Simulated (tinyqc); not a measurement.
Extended Hueckel theory, for LiH, step by step. Computed by tinyqc, a small Python program that keeps every step (integrals from PySCF). Settings: charge = 0, K = 1.5, weighted = 1, multiplicity = 1. Command: `OMP_NUM_THREADS=1 python tinyqc.py 31274 31275 out.jsonl` (the two numbers bound the seeds that draw the settings). One thread of a shared host (Intel(R) Xeon(R) Processor @ 2.60GHz), about 0.01 s of CPU time with the checks.

## Overlaps

Geometry (angstrom):
```
atom         x         y         z
Li    0.000000  0.000000  0.000000
H     0.000000  0.000000  1.498000
```

Parameters chosen for this run:
```
element  shell  Slater exponent   H_ii (eV)
Li          2s         0.650000   -5.400000
Li          2p         0.650000   -3.500000
H           1s         1.300000  -13.600000
```

Slater orbitals, each expanded in six Gaussians scaled to its exponent.

overlap S, lower triangle:
```
           1Li 2s   1Li 2px   1Li 2py   1Li 2pz     2H 1s
1Li 2s   1.000000
1Li 2px  0.000000  1.000000
1Li 2py  0.000000  0.000000  1.000000
1Li 2pz  0.000000  0.000000  0.000000  1.000000
2H 1s    0.376455  0.000000  0.000000  0.489632  1.000000
```

## Wolfsberg-Helmholz matrix

diagonal H_ii (eV): 1Li 2s -5.400000, 1Li 2px -3.500000, 1Li 2py -3.500000, 1Li 2pz -3.500000, 2H 1s -13.600000

K = 1.500000

H_ij = K' S_ij (H_ii + H_jj)/2 for i != j (the diagonal keeps H_ii), with K' = K + D^2 + D^4 (1 - K), D = (H_ii - H_jj)/(H_ii + H_jj), K = 1.5.

H (eV), lower triangle:
```
            1Li 2s    1Li 2px    1Li 2py    1Li 2pz       2H 1s
1Li 2s   -5.400000
1Li 2px   0.000000  -3.500000
1Li 2py   0.000000   0.000000  -3.500000
1Li 2pz   0.000000   0.000000   0.000000  -3.500000
2H 1s    -5.968575   0.000000   0.000000  -7.485239  -13.600000
```

## Orbitals

valence electrons = 2

Solve H C = S C e through S^(-1/2); fill by pairs from the bottom, a degenerate level sharing its electrons equally; each orbital has its largest coefficient positive (the first on a tie).

orbital energies (eV): -13.733145  -4.803439  -3.500000  -3.500000  4.171247

occupations: 2.000000  0.000000  0.000000  0.000000  0.000000

coefficients:
```
              MO1        MO2        MO3       MO4        MO5
1Li 2s   0.088998   0.873433   0.000000  0.000000   0.676987
1Li 2px  0.000000   0.000000  -0.454468  0.890763   0.000000
1Li 2py  0.000000   0.000000   0.890763  0.454468   0.000000
1Li 2pz  0.069060  -0.493251   0.000000  0.000000   1.067484
2H 1s    0.928595  -0.125245   0.000000  0.000000  -0.859495
```

sum of one-electron energies = -27.466290 eV

Within a degenerate level the vectors are fixed only up to a rotation; this is one choice.

## Mulliken analysis

P = C n C^T; charge = valence electrons (Li 1, H 1) minus the sum of (P S)_ii on the atom; overlap population = 2 sum P_ij S_ij between two atoms.

charges: 1Li 0.849598, 2H -0.849598

Overlap populations:
```
pair     value
2-1   0.250044
```
